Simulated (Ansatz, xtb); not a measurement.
C3H2ClNO: which of two isomers lies lower

Structure a is `Clc1ncco1`, a singlet and structure b is `Clc1cocn1`, a singlet. Both are isolated molecules in the gas phase, relaxed with B3LYP-D3(BJ)/def2-SVP.

a (Å):

```xyz
8

C    -0.7748   -0.7834    0.8318
C     1.1303   -1.1081    1.6840
C     0.7473    0.1527    2.0237
Cl   -2.2710   -0.8627    0.0196
N     0.1345   -1.6947    0.9153
O    -0.4886    0.3690    1.4732
H     2.0479   -1.6358    1.9359
H     1.1796    0.9670    2.5966
```

b (Å):

```csv
atom,x (Å),y (Å),z (Å)
C,-0.5831,-0.8302,1.0076
C,0.4370,-1.5668,1.5378
C,0.8076,0.5401,1.8034
Cl,-1.9987,-1.4052,0.2229
N,-0.3304,0.5105,1.1858
O,1.3357,-0.6778,2.0521
H,0.6543,-2.6259,1.6230
H,1.3752,1.4067,2.1375
```

**Question.** Which of the two would you expect CCSD(T)/def2-SVP + ΔMP2/def2-TZVPP electronic energies to favour?

**Answer.** Too close to call at this level: CCSD(T)/def2-SVP + ΔMP2/def2-TZVPP gives E(b) − E(a) = −0.60 kcal/mol.

How the difference moves with the method:

| level | geometry | E(b) − E(a) (kcal/mol) | departure from the last row (kcal/mol) | job, with rough time for the two |
| --- | --- | --- | --- | --- |
| GFN2-xTB | GFN2-xTB | −0.11 | +0.49 | optimisation, 0.21 s |
| HF/STO-3G | GFN2-xTB | −1.12 | −0.53 | single point, 1 s |
| r2SCAN-D4/def2-SVP | GFN2-xTB | −0.45 | +0.15 | single point, 4.2 s |
| B3LYP-D3(BJ)/def2-SVP | B3LYP-D3(BJ)/def2-SVP | −0.64 | −0.05 | optimisation, 51 s |
| HF/def2-SVP | B3LYP-D3(BJ)/def2-SVP | −0.42 | +0.18 | part of the CCSD(T) run |
| MP2/def2-SVP | B3LYP-D3(BJ)/def2-SVP | −0.53 | +0.07 | part of the CCSD(T) run |
| CCSD(T)/def2-SVP | B3LYP-D3(BJ)/def2-SVP | −0.57 | +0.03 | single point |
| CCSD(T)/def2-SVP + ΔMP2/def2-TZVPP | B3LYP-D3(BJ)/def2-SVP | −0.60 |  | single point, 45 s |

As drawn, both hold the same kinds of bond in the same numbers.

The largest departure from CCSD(T)/def2-SVP + ΔMP2/def2-TZVPP is that of HF/STO-3G, 0.53 kcal/mol. The last row adds to CCSD(T) the change of the MP2 difference between the two basis sets, here −0.03 kcal/mol.

With harmonic frequencies from B3LYP-D3(BJ)/def2-SVP (ideal gas, rigid rotor, one conformer each, 298.15 K, 1 atm): on the last row, ΔE + ΔZPE = −0.54, ΔH = −0.53, ΔG = −0.56 kcal/mol.

The correlated steps freeze 10 core orbitals. Programs: Ansatz 0.2.0, xtb 6.7.1; the last row on 2 threads of Intel(R) Xeon(R) Processor @ 2.70GHz on a shared host.
